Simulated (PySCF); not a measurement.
Potential energy of NaB along the bond

Set-up: PySCF, no relativity, basis sets Na def2-TZVPP, B def2-TZVPP. Energies in eV from Na + B in their ground configurations at the same level. State: ³Π (triplet), unpaired electrons σ ↑, π ↑.

All columns are PBE0. A positive dipole means Na(−)B(+).

```csv
R (Å),E (eV),μ (D),Mulliken charge on Na (basis-dependent),HOMO (eV),LUMO (eV),Mayer bond order,⟨S²⟩
2.140,-0.673,-5.53,0.60,-4.00,-1.62,0.70,2.00
2.240,-0.826,-5.69,0.53,-3.93,-1.56,0.77,2.00
2.340,-0.911,-5.83,0.47,-3.87,-1.51,0.82,2.01
2.414,-0.941,-5.91,0.44,-3.84,-1.51,0.83,2.01
2.489,-0.949,-5.98,0.41,-3.82,-1.55,0.84,2.01
2.564,-0.941,-6.03,0.38,-3.80,-1.59,0.84,2.01
2.663,-0.911,-6.07,0.36,-3.79,-1.65,0.82,2.01
2.788,-0.855,-6.07,0.34,-3.80,-1.71,0.79,2.01
2.937,-0.771,-6.00,0.33,-3.82,-1.78,0.74,2.01
3.136,-0.652,-5.80,0.31,-3.89,-1.86,0.67,2.01
```

A fit through these points gives, at Re = 2.486 Å, μ = -5.98 D and dμ/dR = -0.781 D/Å; the reduced mass is 7.444 u.

Q: How strong is the fundamental in the double-harmonic approximation, I = 42.26·(dμ/dR)²/μred km/mol?

A: I = 42.26·(-0.781)²/7.444 = 3.46 km/mol at PBE0.

The state was picked by a PBE0 search and need not be the measured ground state.
